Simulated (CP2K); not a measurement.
# AlH3SO (SMILES [OH][AlH][SH]), run twice

Wanted: a single-point energy of AlH3SO, PM6.

The calculation is run with CP2K 2026.2.

3 further runs of the same task are left out: 1 that didn't finish, 2 set aside as unsound or not needed.

**1. The system as given**

The species is AlH3SO (6 atoms), meant as a singlet with charge 0. As SMILES, `[OH][AlH][SH]`. Geometry: relaxed at PBE0-D4/def2-TZVP. This is one conformer, not always the lowest.

Bond lengths: O1–Al2 1.690 Å, Al2–S3 2.186 Å, O1–H4 0.955 Å, Al2–H5 1.569 Å, S3–H6 1.344 Å. Angles: O1–Al2–S3 122.3°, O1–Al2–H5 118.4°, S3–Al2–H5 119.3°, Al2–O1–H4 126.2°, Al2–S3–H6 94.2°.

**2. The input as first written**

run.inp

```
&GLOBAL
  PROJECT_NAME run
  RUN_TYPE OPT
  PRINT_LEVEL MEDIUM
&END GLOBAL
&FORCE_EVAL
  METHOD Quickstep
  &DFT
    &QS
      METHOD PM6
      EPS_DEFAULT 1.0E-10
      &SE
        &COULOMB
          CUTOFF [angstrom] 50
          RC_RANGE [angstrom] 0
        &END COULOMB
        &EXCHANGE
          CUTOFF [angstrom] 50
          RC_RANGE [angstrom] 0
        &END EXCHANGE
      &END SE
    &END QS
    &POISSON
      PERIODIC NONE
      POISSON_SOLVER ANALYTIC
    &END POISSON
    &SCF
      SCF_GUESS ATOMIC
      EPS_SCF 1.0E-07
      MAX_SCF 50
      &OT
        MINIMIZER DIIS
        PRECONDITIONER FULL_ALL
      &END OT
      &OUTER_SCF
        EPS_SCF 1.0E-07
        MAX_SCF 5
      &END OUTER_SCF
    &END SCF
    &PRINT
      &MOMENTS
        PERIODIC F
        REFERENCE COM
        MAX_MOMENT 1
      &END MOMENTS
      &MO_CUBES
        NLUMO 3
        NHOMO -1
        WRITE_CUBE F
      &END MO_CUBES
      &HIRSHFELD OFF
      &END HIRSHFELD
    &END PRINT
  &END DFT
  &SUBSYS
    &CELL
      ABC 12.8 12.4 13.6
      PERIODIC NONE
    &END CELL
    &COORD
      O     -1.108900    -0.531100    -0.885000
      Al     0.267100     0.390800    -0.551000
      S      1.228200     0.385700     1.412200
      H     -1.564400    -1.105800    -0.273700
      H      0.868700     1.276400    -1.698100
      H      0.351400    -0.480000     1.949300
    &END COORD
    &TOPOLOGY
      &CENTER_COORDINATES
      &END CENTER_COORDINATES
    &END TOPOLOGY
  &END SUBSYS
&END FORCE_EVAL
```

Run with:

```bash
$ OMP_NUM_THREADS=1 cp2k.psmp -i run.inp -o run.out
```

The log of the run:

```text
*******************************************************************************
 *   ___                                                                       *
 *  /   \                                                                      *
 * [ABORT]                                                                     *
 *  \___/                    invalid value for enumeration:OPT                 *
 *    |                                                                        *
 *  O/|                                                                        *
 * /| |                                                                        *
 * / \                                     input/input_enumeration_types.F:215 *
 *******************************************************************************

 ===== Routine Calling Stack =====

            4 val_create_parsing
            3 section_vals_parse
            2 section_vals_parse
            1 read_input
```

Run time: 0.76 s. Hardware: 1 thread of AMD EPYC 9R45 (Zen 5), shared host; peak memory 0.17 GiB.

**3. Reading the log**

The program refused the input.

The log says `\___/                    invalid value for enumeration:OPT`. The fault: unknown run type.

**4. The mended input**

molecule.inp

```
&GLOBAL
  PROJECT molecule
  RUN_TYPE ENERGY
  PRINT_LEVEL MEDIUM
&END GLOBAL
&FORCE_EVAL
  METHOD Quickstep
  &DFT
    CHARGE 0
    MULTIPLICITY 1
    &QS
      METHOD PM6
      EPS_DEFAULT 1.0E-10
      &SE
        &COULOMB
          CUTOFF [angstrom] 50
          RC_RANGE [angstrom] 0
        &END COULOMB
        &EXCHANGE
          CUTOFF [angstrom] 50
          RC_RANGE [angstrom] 0
        &END EXCHANGE
      &END SE
    &END QS
    &POISSON
      PERIODIC NONE
      POISSON_SOLVER ANALYTIC
    &END POISSON
    # SCF settings
    &SCF
      SCF_GUESS ATOMIC
      EPS_SCF 1.0E-07
      MAX_SCF 50
      &OT ON
        MINIMIZER DIIS
        PRECONDITIONER FULL_ALL
      &END OT
      &OUTER_SCF
        EPS_SCF 1.0E-07
        MAX_SCF 5
      &END OUTER_SCF
    &END SCF
    # extra output
    &PRINT
      &MOMENTS
        PERIODIC F
        REFERENCE COM
        MAX_MOMENT 1
      &END MOMENTS
      &MO_CUBES
        NLUMO 3
        NHOMO -1
        WRITE_CUBE F
      &END MO_CUBES
      &HIRSHFELD OFF
      &END HIRSHFELD
    &END PRINT
  &END DFT
  # structure
  &SUBSYS
    &CELL
      ABC [angstrom] 12.8 12.4 13.6
      PERIODIC NONE
    &END CELL
    &COORD
      O     -1.108900    -0.531100    -0.885000
      Al     0.267100     0.390800    -0.551000
      S      1.228200     0.385700     1.412200
      H     -1.564400    -1.105800    -0.273700
      H      0.868700     1.276400    -1.698100
      H      0.351400    -0.480000     1.949300
    &END COORD
    &TOPOLOGY
      &CENTER_COORDINATES
      &END CENTER_COORDINATES
    &END TOPOLOGY
  &END SUBSYS
&END FORCE_EVAL
```

Run with:

```bash
$ OMP_NUM_THREADS=1 cp2k.psmp -i molecule.inp -o molecule.out
```

The log of the run:

```text
CP2K| version string:                                       CP2K version 2026.2
[...]
 GLOBAL| Method name                                                        CP2K
[...]
 GLOBAL| Run type                                                         ENERGY
[...]
                             - Atoms:                                          6
[...]
                             - Spherical basis functions:                     25
[...]
 Number of electrons:                                                         18
[...]
     1 OT DIIS     0.15E+00    0.0     0.33325642       -17.2246067796 -1.72E+01
[...]
    49 OT DIIS     0.15E+00    0.0     0.00000010       -20.5374509346 -2.74E-13
  *** SCF run converged in    49 steps ***
  Core-core repulsion energy [eV]:                            635.95978416112393
  Core Hamiltonian energy [eV]:                              -922.07082756318505
  Two-electron integral energy [eV]:                         -545.48283482755380
  Electronic energy [eV]:                                   -1194.81224497696189
  Total energy [eV]:                                         -558.85246081583807
  Atomic reference energy [eV]:                               556.36031678622965
  Heat of formation [kcal/mol]:                               -57.47021115212040
[...]
 SE_DIPOLE| Moment [Debye]          1.01665865       0.88914405      -0.32722692
 SE_DIPOLE| Derivative [a.u.]       0.00000000       0.00000000       0.00000000
 *** WARNING in qs_scf_post_se.F:140 :: Printing of MO cube files not ***
 *** implemented for Semi-Empirical method.                           ***
 ENERGY| Total FORCE_EVAL ( QS ) energy [hartree]            -20.537450934572313
[...]
```

Run time: 1.1 s. Hardware: 1 thread of AMD EPYC 9R45 (Zen 5), shared host; peak memory 0.19 GiB.

**5. What came out**

Level: PM6.

| quantity | value |
| --- | --- |
| total energy | -20.53745 Eh |
| dipole moment | 1.39 D |
| heat of formation | -57.5 kcal/mol |
